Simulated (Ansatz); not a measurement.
# C3H4, singlet in cc-pVDZ: errors against RCCSDTQ

Geometry: MP2(full)/6-31G*, from the G2/97 set.

```xyz
7

C     0.0000    0.0000    0.0000
C     0.0000    0.0000    1.3112
C     0.0000    0.0000   -1.3112
H     0.0000    0.9268    1.8766
H     0.0000   -0.9268    1.8766
H     0.9268    0.0000   -1.8766
H    -0.9268    0.0000   -1.8766
```

Basis cc-pVDZ; Ansatz 0.2.0. Only valence electrons are correlated (noble-gas cores frozen), which leaves 16 electrons in 59 orbitals. Prefix R: restricted or restricted open-shell reference.

Full CI isn't at hand for all of this; RCCSDTQ serves as the reference, and is uncertain by about the last step of the cluster series.

The UHF ⟨S²⟩ is 0.000, the T1 diagnostic (RCCSD) is 0.0119 and the largest doubles amplitude (RCCSD) is 0.109.

Question: From what is known of these methods and the diagnostics, rank them by the size of their error in total energy against RCCSDTQ in cc-pVDZ, smallest first (an estimate: the text doesn't fix the numbers).
A. RMP2
B. RCCSD(T)
C. RCCSD
D. RCCSDT
E. RCCSDT(Q)

Answer: E (0.3 kJ/mol), D (2.8 kJ/mol), B (5.0 kJ/mol), C (47.9 kJ/mol), A (139.2 kJ/mol).

All errors are against RCCSDTQ in cc-pVDZ. Below it: RCCSDT(Q). Within each family the higher level lies nearer, as is usual though not guaranteed.

Atomization energy (electronic, same basis, no zero-point term; atoms at the same level, unrestricted beside the R rows where the molecule is a closed shell, with restricted open-shell steps beyond CCSDT(Q)) at RCCSDTQ: 2725.7 kJ/mol. Errors of other levels:

```
    level  error (kJ/mol)
      RHF          -584.7
     RMP2            37.1
    RCCSD           -38.1
 RCCSD(T)            -2.4
   RCCSDT            -2.7
RCCSDT(Q)             0.2
```

This basis is far from its limit, so the value isn't to be set against a measured one.
